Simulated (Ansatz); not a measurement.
Reaction (SMILES): [PH2] (PH2) → [PH2-] (an electron is taken up)
B3LYP-D3(BJ)/def2-TZVP geometries, fixed; electronic energies without zero-point terms; positive where energy is released.

Basis-set convergence of the adiabatic electron affinity at CCSD(T) with Ansatz (an electronic-structure program). Cartesian d functions, on some or all atoms, in 6-31G*, 6-31+G*, 6-31G**, 6-311G**, 6-311+G**; all else is spherical. Cores are frozen. Open shells are unrestricted. No added dispersion term, no relativity. Functions are those of the species that has most. Reference: Hartree-Fock in aug-cc-pV(Q+d)Z plus the correlation part extrapolated as X^-3 from aug-cc-pV(T+d)Z and aug-cc-pV(Q+d)Z, 1.257 eV, itself unsure by roughly 0.011 eV (a third of the extrapolation step and of the last Hartree-Fock step). Deviations are taken from unrounded values.

| basis | functions |
|---|---|
| STO-3G | 11 |
| 3-21G | 17 |
| 6-31G | 17 |
| 6-31G* | 23 |
| 6-31+G* | 27 |
| 6-31G** | 29 |
| 6-311G** | 39 |
| 6-311+G** | 43 |
| 6-311++G(2d,2p) | 55 |
| 6-311++G(3df,3pd) | 83 |

Question: Which is the smallest Pople set listed that can be trusted to 0.1 eV here, that is, within that of the reference together with its larger relatives (same family, alike in diffuse functions; a set with none to test it counts only in the reference's own line)?

Answer: Of the sets listed that have larger relatives (same family, alike in diffuse functions), none stays within 0.1 eV of the reference together with them. Value minus reference: STO-3G -7.605, 3-21G -1.280, 6-31G -1.042, 6-31G* -1.130, 6-31+G* -0.596, 6-31G** -1.097, 6-311G** -0.621, 6-311+G** -0.537, 6-311++G(2d,2p) -0.331, 6-311++G(3df,3pd) -0.146 eV.
